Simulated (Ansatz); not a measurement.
## Dissociation curves of AlNH2Cl (SMILES [NH2][Al][Cl])

AlNH2Cl has 5 atoms, charge 0, and is taken as a doublet. SMILES: `[NH2][Al][Cl]`. The shape is that of a PBE0-D4/def2-TZVP optimisation. This is one conformer, not always the lowest.

| atom | x (Å) | y (Å) | z (Å) |
| --- | --- | --- | --- |
| N | -0.5494 | 0.4617 | -0.2320 |
| Al | 0.4026 | -0.2916 | 1.0491 |
| Cl | 1.9070 | -1.6497 | 0.4408 |
| H | -1.2936 | 1.1233 | -0.0835 |
| H | -0.4166 | 0.2827 | -1.2159 |

The N1–Al2 distance is scanned; the parts on either side stay rigid. Basis STO-3G, 11 core orbitals frozen in the correlated methods; program Ansatz 0.2.0. FCI is exact within this basis and core. Energies in eV from each method's value at 1.765 Å; open shells run as named. The shape above is that at 1.765 Å.

At 4.41 Å, estimate the order of these methods by their error in the energy rise against FCI, smallest first.
A. UCCSD(T)
B. UCCSD
C. UMP2

A (0.01 eV), B (0.05 eV), C (0.21 eV).

| distance (Å) | UMP2 | UCCSD | UCCSD(T) | FCI |
| --- | --- | --- | --- | --- |
| 1.765 | 0.00 | 0.00 | 0.00 | 0.00 |
| 2.206 | 2.16 | 2.03 | 2.02 | 2.00 |
| 2.647 | 2.35 | 2.10 | 2.14 | 2.14 |
| 3.530 | 2.38 | 2.11 | 2.16 | 2.16 |
| 4.412 | 2.43 | 2.17 | 2.21 | 2.22 |
